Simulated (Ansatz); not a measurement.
The input, for Ansatz 0.2.0:

```yaml
crystal:
  periodic: [false, false, false]
  atoms:
    - {symbol: As, position_ang: [0.000000, 0.000000, 0.000000]}
    - {symbol: Be, position_ang: [0.000000, 0.000000, 5.804000]}
basis:
  gaussian: {orbitals: cc-pVDZ}
total_charge: 1
magnetization: {spin_polarized: true, initial_magnetization: 2}
hamiltonian: {xc: {name: r2SCAN}}
output: {forces: true}
```

```sh
$ ansatz run in.yaml --threads 1 --pin off --events-out ev --progress --plain --max-ram 2393MiB
```

Task: Roughly how long does this take on 1 thread of Arm Neoverse V2, shared host, and how much host memory?

Result: 21 s wall and 0.22 GiB.

```
459 factors; integrals over basis functions are off by at most 3.0e-4 eV
mean field evaluation 1: about -61211.6648 eV, gradient 2.0e1 eV
mean field evaluation 2: about -61061.2474 eV, gradient 5.2e1 eV
mean field evaluation 4: about -61227.5742 eV, gradient 6.8e0 eV
mean field evaluation 8: about -61228.2358 eV, gradient 2.0e0 eV
mean field evaluation 16: about -61228.7377 eV, gradient 2.4e-1 eV
mean field evaluation 32: about -61228.7392 eV, gradient 8.2e-7 eV
mean field evaluation 64: about -61227.6579 eV, gradient 1.9e0 eV
mean field evaluation 96: about -61228.2342 eV, gradient 3.9e0 eV
mean field -61228.73916624 eV, -2250.1146620295 hartree, gradient 9.4e-10 eV, S^2 2.642160; 9 other end points of the search recorded, 0 dependent functions left out
the calculation of the forces begins
reference -61228.73918302 eV, -2250.1146626461 hartree; 19, 17 occupied and 22, 24 virtual orbitals, 459 factors
Total energy: -61228.73918302 eV, -2250.1146626461 hartree
Atom 0 at     0.000000     0.000000     0.000000 Å, force    -0.000000     0.000000    -0.042980 eV/Å
Atom 1 at     0.000000     0.000000     5.804000 Å, force     0.000000     0.000000     0.042980 eV/Å
Dipole moment:     0.000000     0.000000     3.124160 e Å
```

Forces (eV/Å):
```
As   0.000  0.000 -0.043
Be   0.000  0.000  0.043
```
